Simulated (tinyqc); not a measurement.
Orbital energy against energy difference: ionisation energy by orbital energies and by energy differences in the cc-pvdz basis, for LiH, spin multiplicity 1. Computed by the program tinyqc with PySCF. The cation is unrestricted; errors are against CCSD(T) in this basis, not against experiment.

Geometry (angstrom):
```
atom       x       y       z
Li    0.0000  0.0000  0.0000
H     0.0000  0.0000  1.3750
```

CCSD(T) difference in the same basis = 8.1452 eV

IP-EOM-CCSD = 8.1451 eV

First vertical ionisation energy (eV):
```
method     -e(HOMO)  E(cation) - E  error of -e(HOMO)  error of the difference
HF           8.4911       7.291633             0.3459                  -0.8536
LDA          4.4985       8.505340            -3.6468                   0.3601
PBE          4.4757       8.338298            -3.6695                   0.1931
B3LYP        5.4703       8.580973            -2.6750                   0.4357
CAM-B3LYP    7.0508       8.569365            -1.0945                   0.4241
LC-wPBE      8.3769       8.381886             0.2317                   0.2366
```

Estimate the missing row, method = PBE0.

Computed row:
```
method  -e(HOMO)  E(cation) - E  error of -e(HOMO)  error of the difference
PBE0      5.6066       8.297547            -2.5387                   0.1523
```

Koopmans errs by +0.35 eV and Delta-HF by -0.85 eV: relaxation, 1.20 eV, lowers the value and the missing correlation difference works against it. The PBE level is off by -3.7 eV through the wrong tail of its potential, though its energy difference is off by +0.19 eV; exact exchange deepens the level, and among the orbital energies LC-wPBE comes closest; among the differences PBE0 does.
